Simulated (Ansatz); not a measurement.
Geometry optimisation, RKS B3LYP-D4/def2-SVP in Ansatz.

The input (input.yaml):

```yaml
crystal:
  periodic: [false, false, false]
  atoms:
    - { symbol: C, position_ang: [-0.7567, 1.025, -0.3497] }
    - { symbol: C, position_ang: [-0.0494, 0.0015, -0.2309] }
    - { symbol: C, position_ang: [0.6661, -0.9224, 0.4825] }
    - { symbol: O, position_ang: [0.5725, -0.9163, -1.0009] }
    - { symbol: H, position_ang: [-1.1518, 1.3731, -1.3576] }
    - { symbol: H, position_ang: [-1.0975, 1.6735, 0.499] }
    - { symbol: H, position_ang: [1.7025, -0.6286, 0.854] }
    - { symbol: H, position_ang: [0.2065, -1.663, 1.0479] }
basis:
  gaussian: { orbitals: def2-SVP }
hamiltonian:
  xc: b3lyp
  dispersion: d4
relax:
  f_tol: 0.02
  max_steps: 40
scf:
  lower_state_search: "off"
```

Command:

```bash
$ ansatz run input.yaml --threads 1 --pin off --max-ram 2048MiB --backend cpu --events-out ev --progress --plain --runs-dir out
```

Q: Where does it end, and by what steps?

A: The run converged. After 5 steps the energy has fallen by 0.527 eV; C1 moved furthest, 0.11 Å.

```
step  energy less start (eV)  largest force component (eV/Å)  accepted
   0                  0.0000                           5.913       yes
   1                 -0.4700                           1.357       yes
   2                 -0.5160                           0.312       yes
   3                 -0.5259                           0.140       yes
   4                 -0.5268                           0.034       yes
   5                 -0.5269                           0.019       yes
```

```xyz
8
Properties=species:S:1:pos:R:3
C -0.822 1.102 -0.389
C -0.049 0.039 -0.222
C 0.727 -0.925 0.516
O 0.547 -0.931 -0.945
H -1.157 1.399 -1.384
H -1.129 1.691 0.476
H 1.743 -0.681 0.850
H 0.233 -1.752 1.042
```

Whether the end is a true minimum wasn't checked by a vibrational analysis.

Time of the run: 7.4 s on 1 CPU thread of a shared host.
